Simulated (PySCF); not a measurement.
Dipole moment and polarisability of `NC1CCCC1`

C5H11N.
Numbering: `[NH2:1][CH:2]1[CH2:3][CH2:4][CH2:5][CH2:6]1` (hydrogens: H7, H8 on N1; H9 on C2; H10, H11 on C3; H12, H13 on C4; H14, H15 on C5; H16, H17 on C6)

Cartesian coordinates in Å at the GFN2-xTB level; atoms count from 1:
```
atom  x, y, z in Å
N1     2.097   -0.143   -0.358
C2     0.915   -0.112    0.485
C3    -0.024   -1.278    0.119
C4    -1.217   -0.635   -0.585
C5    -1.386    0.683    0.165
C6     0.051    1.170    0.345
H7     1.831   -0.038   -1.332
H8     2.723    0.621   -0.123
H9     1.272   -0.219    1.514
H10   -0.359   -1.785    1.025
H11    0.496   -2.003   -0.504
H12   -0.978   -0.438   -1.632
H13   -2.109   -1.259   -0.549
H14   -2.004    1.400   -0.373
H15   -1.842    0.496    1.138
H16    0.158    1.835    1.201
H17    0.367    1.718   -0.546
```

Level: CAM-B3LYP/def2-SVPD (PySCF), static field, nuclei fixed, core orbitals frozen in the response. The polarisability tensor in these axes (au):

```
x   70.30  0.08  0.01
y    0.08 66.03  1.39
z    0.01  1.39 60.43
```

Q: Diagonalise the tensor; give its mean and Δα, where Δα² is half the sum of the squared differences of the eigenvalues.

A: Principal values 60.11, 66.36 and 70.30 au; mean 65.59 au = 9.72 Å³ = 10.81 × 10⁻⁴⁰ C²·m²/J; Δα = 8.90 au (14 % of the mean).

Q: What is the dipole moment, and where does it point?

A: (-0.69, 1.11, -0.10) D, 1.31 D in size, pointing from the negative to the positive side. Measured along this direction, the outermost atoms are H11 at the negative end and H14 at the positive end.

Q: Orientational against electronic polarisability at 273 K (dilute gas, rigid molecules)?

A: In Gaussian units μ²/3kT = 15.09 Å³ against 9.72 Å³, a ratio of 1.55; the Debye molar polarisation (4π/3)N_A(α + μ²/3kT) is 62.6 cm³/mol, leaving out the vibrational part.

Q: Directions of the eigenvectors, and the extent of the frame along each?

A: Largest value along (1.00, 0.02, 0.00), where the nuclei span 4.87 Å; middle along (-0.02, 0.97, 0.23), 4.13 Å; least along (0.00, -0.23, 0.97), 3.01 Å. The response follows the extents in order.

Q: Molar refractivity from α?

A: Lorentz–Lorenz: R = (4π/3)N_A α = 2.5225 cm³/(mol·Å³) × 9.72 Å³ = 24.5 cm³/mol, in the limit of long wavelengths.

Q: Give the eigenvalues of the traceless quadrupole moment Θ = ½Σq(3rr − r²1), origin at the centre of nuclear charge.

A: -7.62, 2.98, 4.64 D·Å. The values depend on the origin, since the dipole doesn't vanish. The electronic extent ⟨r²⟩ about the same centre is 589 bohr², a root-mean-square distance of 1.85 Å for the 48 electrons.

Q: Sum over states: ᾱ = Σ f/ω², ω in Eh. What share falls to these 8 lowest TDDFT singlets (eV, f)? 6.25, 0.0251; 7.09, 0.0029; 7.31, 0.0046; 7.76, 0.0033; 8.34, 0.0211; 8.50, 0.0115; 8.56, 0.0105; 8.85, 0.0159.

A: They add up to 1.22 au, 1.9 % of the 65.59 au; the largest single term is 0.48 au, from the state at 6.25 eV. Terms in order: 0.48, 0.04, 0.06, 0.04, 0.22, 0.12, 0.11, 0.15 au. Higher excitations give the rest. The strengths listed sum to 0.095.

Geometry: GFN2-xTB, one conformer, isolated molecule.
